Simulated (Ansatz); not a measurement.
# What each rung costs, and what it gives

Saddle point of CH$_{4}$NS, doublet (CH₃N ([CH2][NH]) + HS → CH₄NS ([NH][CH2][SH]); bonds formed: C1–S3), PBE0-D4/def2-TZVP structure:

```
7
angstrom
C 0.2758 -0.7372 0.0090
N 0.0055 -0.3959 1.2194
S -1.3164 0.8602 -1.0060
H -0.2529 -1.5878 -0.4186
H 1.1200 -0.3573 -0.5722
H 0.6102 0.3689 1.5228
H -0.4421 1.8490 -0.7544
```

Barriers are electronic and count from the start structure reached by relaxing down the imaginary mode. Spin–orbit coupling is left out.

Program: Ansatz 0.2.0. Basis: as named in each row. Cores are frozen in the correlated methods; orbitals are unrestricted. B3LYP uses VWN-RPA correlation. Extrapolation: Hartree–Fock as exp(−7.88 √X), correlation as X^−2.97.

Times are rough, for one single point on 2 threads of a shared host (Arm Neoverse V2).

The estimate by CCSD(T) at an estimated basis limit (MP2 extrapolated from triple and quadruple zeta, plus CCSD(T) − MP2 in triple zeta) is 24.3 kJ/mol.

```csv
method,basis,time (s),barrier (kJ/mol),method less estimate
HF,STO-3G,under 1,-3.2,-27.5
PBE-D4,STO-3G,under 1,-10.3,-34.6
SPW92,def2-SVP,under 1,19.8,-4.6
B3LYP-D4,6-31G,1,39.6,15.2
PBE-D4,def2-SVP,1,22.4,-1.9
PBE0-D4,def2-SVP,2,25.1,0.8
SPW92,def2-TZVPP,2,14.6,-9.8
PBE-D4,def2-TZVPP,3,16.7,-7.6
CCSD(T),def2-SVP,4,32.9,8.5
BLYP-D4,def2-TZVPP,4,20.5,-3.9
B3LYP-D4,def2-TZVPP,4,22.5,-1.9
PBE0-D4,def2-TZVPP,4,18.6,-5.8
BHLYP-D4,def2-TZVPP,4,24.7,0.4
CAM-B3LYP-D4,def2-TZVPP,6,26.5,2.1
PBE-QIDH,def2-TZVPP,6,25.6,1.3
RPA on PBE,def2-TZVPP,6,21.7,-2.6
wB97M-V,def2-SVP,6,31.0,6.7
r2SCAN-D4,def2-TZVPP,6,15.4,-8.9
B2PLYP,def2-TZVPP,6,26.8,2.5
r2SCAN0-D4,def2-TZVPP,8,16.8,-7.5
B97M-V,def2-TZVPP,11,20.6,-3.8
wB97X-V,def2-TZVPP,19,24.9,0.6
MP2,def2-QZVPP,20,52.3,28.0
wB97M-V,def2-TZVPP,22,24.6,0.2
CCSD(T),def2-TZVPP,73,23.5,-0.8
```

All methods are single points on the PBE0-D4 structures; a negative value means that the method puts the saddle structure below the start.

T1 diagnostic: at most 0.036. ⟨S²⟩ of the unrestricted Hartree–Fock references: 0.76 to 0.96 (a pure state has 0.75). The unrestricted reference is spin-contaminated, which hurts MP2 most.

Labels in which every atom is bracketed show which atoms are joined, not bond orders.
